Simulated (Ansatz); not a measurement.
# PF (triplet): PBE0, B3LYP over a scan of the distance F1–P2, 6-31G

Aim: run PF (triplet) with these functionals over a scan of the distance F1–P2, and hold them against the top wave-function level at the same points.

Method: 6-31G, all electrons in the functionals; program: Ansatz 0.2.0, Gaussian basis.

Plan: PBE0, B3LYP, at 1.257 Å; 1.465 Å; 1.593 Å; 1.762 Å; 1.897 Å; 2.203 Å; 2.556 Å; 2.968 Å; 3.589 Å; 4.298 Å; 5.374 Å.

21 further runs of the same task are left out: 3 for a known fault of the program, 14 that didn't finish, 4 set aside as unsound or not needed. Runs told in other sessions of the task aren't counted.

## (1) The system

The geometry derives from a PBE0/def2-TZVP stationary point (not a proven minimum). One bond is set to the value named and the two fragments are kept rigid.

2 atoms, charge 0, spin multiplicity 3.

Atoms are counted from 1 here; the program's logs count them from 0.

Bond lengths: F1–P2 1.593 Å.

No dispersion term is added. B3LYP takes the VWN-RPA correlation.

The geometry shown and the zero of energy belong to the point 1.593 Å. The yardstick, FCI, and other wave-function levels (R restricted, U unrestricted, valence and pair active spaces) come from earlier runs.

## (2) PBE0, 1.257 Å

The input, in.yaml:

```yaml
crystal:
  periodic: [false, false, false]
  atoms:
    - {symbol: F, position_ang: [0.000000, 0.000000, 0.000000]}
    - {symbol: P, position_ang: [0.000000, 0.000000, 1.257000]}
basis:
  gaussian: {orbitals: 6-31G}
magnetization: {spin_polarized: true, initial_magnetization: 2}
hamiltonian: {xc: {name: PBE0}}
output: {orbitals: {seedname: orbitals}}
```

Run with:

```bash
$ ansatz run in.yaml --threads 1 --pin off --events-out ev --progress --plain --max-ram 2393MiB
```

The runs that follow: PBE0, 1.465 Å; PBE0, 1.593 Å; PBE0, 1.762 Å; PBE0, 1.897 Å; PBE0, 2.203 Å; PBE0, 2.556 Å; PBE0, 2.968 Å; PBE0, 3.589 Å; PBE0, 4.298 Å; PBE0, 5.374 Å; B3LYP, 1.257 Å; B3LYP, 1.465 Å; B3LYP, 1.593 Å; B3LYP, 1.762 Å; B3LYP, 1.897 Å; B3LYP, 2.203 Å; B3LYP, 2.556 Å; B3LYP, 2.968 Å; B3LYP, 3.589 Å; B3LYP, 4.298 Å; B3LYP, 5.374 Å.

Before running them: what should the planned runs give, taken together? Wanted: span of the FCI curve; largest miss, PBE0; largest miss, B3LYP.

As calculated:

| quantity | value |
| --- | --- |
| span of the FCI curve | 7.015 eV |
| largest miss, PBE0 | +0.578 eV (5.374 Å) |
| largest miss, B3LYP | +0.741 eV (5.374 Å) |

What this shows: Of the functionals, PBE0 keep the smallest largest miss at the points compared (at most 0.578 eV) and B3LYP strays most (0.741 eV, at 5.374 Å). PBE0, B3LYP clearly break the spin symmetry at some points (⟨S²⟩ up to 1.00 above the pure value), so energy there is bought with a mixed spin. Functionals and the yardstick converge differently with the basis, so part of each miss in 6-31G is the basis.
